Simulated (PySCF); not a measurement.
C5H5 (doublet state).
Geometry (GFN2-xTB, Å), atoms numbered from 1 in this order:
```xyz
10
C5H5 angstrom
C      2.6078    0.1379   -0.0974
C      1.2773    0.2333   -0.0342
C      0.0476    0.3216    0.0263
C     -1.3261    0.4286    0.1008
C     -2.1664   -0.6226    0.0210
H      3.2316    1.0115   -0.0150
H      3.0884   -0.8159   -0.2317
H     -1.7225    1.4299    0.2323
H     -1.7966   -1.6248   -0.1122
H     -3.2323   -0.4947    0.0875
```

The hyperfine couplings belong to this conformer and change with its torsions.

Identity: `C(=C)C#C[CH2]` [radical].

Computed with UKS B3LYP, pcH-1 on C H, non-relativistic, mean-field spin-orbit, GIAO (PySCF). Isolated species at its GFN2-xTB geometry, gas phase. The geometry wasn't refined by DFT: couplings that depend on bond lengths, twists or pyramidal angles can differ widely from those at the functional's own minimum. Stability of the SCF solution: not tested. ⟨S²⟩ is 0.790 where a pure state has 0.75.

(1) The isotropic 13C couplings are -56.9, +51.3, +45.2, +38.3, -37.2 MHz. Assign them to C1; C2; C3; C4; C5.

Answers

(1) 
```
site  a_iso (MHz)  ρ(0) (bohr⁻³)                 position  distance from C1 (Å)  spin population  largest |T| (MHz)
  C1        +51.3        +0.0457  largest spin population                  0.00            +0.63               95.6
  C2        -56.9        -0.0506           1 bond from C3                  1.34            -0.25               22.2
  C3        +45.2        +0.0402         a main spin site                  2.57            +0.47               71.0
  C4        -37.2        -0.0331           1 bond from C5                  3.95            -0.21               24.7
  C5        +38.3        +0.0341         a main spin site                  4.84            +0.43               64.6
```

ρ(0) is the spin density at the nucleus and T the dipolar tensor. The largest Mulliken spin populations are on C1 (+0.63), C3 (+0.47), C5 (+0.43) and C2 (-0.25). Three atoms exceed +0.15. The positive populations add up to 1.55 and the negative ones to -0.55, together 2S = 1. The angles at C1 add up to 360.0°, so it is planar. Main spin sites, with 60 % or more of the largest population: C1, C3, C5; positions count bonds from the nearest.

H6 and H7 aren't averaged: C1 is flat or nearly so (angle sum 360°), and its turn about the short C1–C2 bond (1.34 Å) is taken as slow.
